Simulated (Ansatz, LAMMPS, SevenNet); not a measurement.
## Rock-salt CdO: properties by level of theory

Reference values: lattice constant a 4.696 Å (measured, temperature not stated, not corrected to a static lattice; as tabulated in Gopal et al. (2015), doi:10.1103/physrevb.91.245202); bulk modulus 147 GPa (measured, temperature not stated, no zero-point or thermal correction; as tabulated in Gopal et al. (2015), doi:10.1103/physrevb.91.245202).

```
level (code)                                 equilibrium lattice constant a (Å)  bulk modulus B0 (GPa)
-------------------------------------------  ----------------------------------  ---------------------
ionic model lewis1985a (rigid ions, LAMMPS)                               4.689                    142
SevenNet-0                                                                    ?                      ?
PBE (Ansatz)                                                              4.768                    126
PBEsol (Ansatz)                                                           4.690                    145
HSE06 (Ansatz)                                                                ?                    145
```

Problem. Complete the blanks.

Solution. 
- SevenNet-0, equilibrium lattice constant a (Å): 4.783
- SevenNet-0, bulk modulus B0 (GPa): 133
- HSE06 (Ansatz, a quantum-chemistry and plane-wave program), equilibrium lattice constant a (Å): 4.706

Differences from the reference values (errors of the level alone only where the reference is corrected to a static lattice):

```
level                   lattice constant a (%)  bulk modulus (%)
----------------------  ----------------------  ----------------
ionic model lewis1985a                   -0.15              -3.4
SevenNet-0                               +1.85              -9.5
PBE                                      +1.53             -14.3
PBEsol                                   -0.13              -1.4
HSE06                                    +0.21              -1.4
```

Nearest: lattice constant a, not ranked (reference at room or unstated temperature); bulk modulus, not ranked (reference at room or unstated temperature). Empirical potentials aren't ranked on values they can be fitted to.

Empirical potentials (ionic model lewis1985a) are fitted to chosen data: where that held the value shown, agreement is built in, and what lay outside the fit can be far off. Machine-learned potentials (SevenNet-0) are trained on DFT data: a solid inside that data is no test of them.

Caveats: the gap of the solid is closed in this run (PBE, PBEsol). Ansatz's density-functional and Hartree–Fock values are scalar-relativistic unless marked +SOC, with PAW data made under PBE.

Differences are worked out from the printed values.

Static lattice: no zero-point or thermal effects.
